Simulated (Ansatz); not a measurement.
**HAlSi, triplet along the angle Si1-Al2-H3**

Starting geometry (PBE0/def2-TZVP stationary point for this spin, not checked as a minimum):

```xyz
3

Si    0.0000    0.0000    2.0886
Al    0.0000    0.0000   -0.2449
H     0.0000    0.0000   -1.8437
```

From there the angle named below is changed in its plane at fixed bond lengths, both arms turning rigidly about the middle atom; atoms are numbered as listed. Energies are in kcal/mol, counted from the starting geometry at the same level. Kohn–Sham curves are unrestricted where that lies lower.

Basis 6-31G; Ansatz 0.2.0. Only valence electrons are correlated (noble-gas cores frozen).

In so small a basis the reference is far from its limit while semilocal and hybrid functionals are nearer theirs (RPA and double hybrids share much of the reference's basis error), so the functionals' errors here hold much of the reference's basis and frozen-core error, which can add to them or hide them.

Full CI is exact within this basis and frozen core; it isn't the basis-set limit.

| angle Si1-Al2-H3 (°) | full CI | PBE | revPBE | r2SCAN | B97M-V | PBE0 | B3LYP | wB97M-V | B2PLYP | RPA-PBE |
| --- | --- | --- | --- | --- | --- | --- | --- | --- | --- | --- |
| 68.6 | 12.3 | 14.1 | 14.6 | 15.0 | 16.4 | 15.3 | 15.0 | 16.1 | 15.2 | 13.8 |
| 90.0 | 11.7 | 14.2 | 14.5 | 15.0 | 15.6 | 15.6 | 14.9 | 17.1 | 15.8 | 13.3 |
| 103.4 | 7.9 | 11.1 | 11.2 | 11.6 | 12.0 | 12.2 | 11.6 | 13.8 | 12.4 | 9.6 |
| 123.0 | 3.2 | 6.2 | 6.2 | 6.4 | 6.6 | 6.9 | 6.5 | 8.2 | 6.7 | 4.6 |
| 137.7 | 1.2 | 3.4 | 3.3 | 3.4 | 3.6 | 3.8 | 3.6 | 4.6 | 3.4 | 2.1 |
| 161.8 | 0.1 | 0.6 | 0.6 | 0.6 | 0.6 | 0.7 | 0.7 | 0.9 | 0.6 | 0.3 |
| 180.0 | 0.0 | 0.0 | 0.0 | 0.0 | 0.0 | 0.0 | 0.0 | 0.0 | 0.0 | 0.0 |

(1) Judged by the spread of the error over the points with a reference (largest less smallest), which of these follows full CI best and which worst?

## Answers

(1) Subtracting the full CI column from each: best RPA-PBE (errors from 0.0 to 1.6, spread 1.6 kcal/mol), worst wB97M-V (from 0.0 to 5.9, spread 5.9 kcal/mol). Functionals and wave-function methods converge differently with the basis, so part of this is basis effect.
